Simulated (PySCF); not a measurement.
# Redox energetics: `B[SiH2]` (BH4Si•)

System: `B[SiH2]` (BH4Si•, doublet). Atom numbers as in the mapped SMILES `[BH2:1][SiH2:2]`.

Energies: frozen-core CCSD(T)/ma-def2-TZVP (PySCF, unrestricted reference for open shells) on PBE0-D3(BJ)/ma-def2-SVP structures. The prefix ma- adds one diffuse s and one diffuse p function on all atoms but H. Zero-point and thermal terms (298.15 K, 1 bar) come from unscaled PBE0-D3(BJ)/ma-def2-SVP harmonic frequencies, with soft modes damped to free rotors in the entropy.

Frontier levels of the parent (Hartree-Fock reference): HOMO -8.44 eV, LUMO 0.11 eV.

Oxidation to the singlet cation:
- Vertical ionisation energy (electronic): 8.41 eV
- Adiabatic ionisation energy (with zero-point energy): 8.01 eV
- Adiabatic, electronic part: 8.01 eV
- Vertical gap at the product's structure: 7.21 eV
- Inner reorganisation energy (four-point): 1199 meV
- Relaxation of product / of parent: 397 / 802 meV
- Largest changes of atomic charge: Si2 0.54, B1 0.16, H (on Si2) 0.08, H (on Si2) 0.08
- Distances that move most (Å): B1–Si2 1.929 → 1.991; Si2–H 1.492 → 1.486; Si2–H 1.491 → 1.486

Vertical ionisation energy to the triplet cation: 11.07 eV. This state was not relaxed.

Vertical electron affinity to the singlet anion: 1.66 eV. This state was not relaxed.

Vertical electron affinity to the triplet anion: -0.45 eV. This state was not relaxed. The value is negative, so the extra electron is not bound, and the number hangs on the basis.

Run with `OMP_NUM_THREADS=1 python redox_run.py task.json out` on 1 thread of Arm Neoverse V2, a shared host. The single points of this level: 4.8 min of wall time.
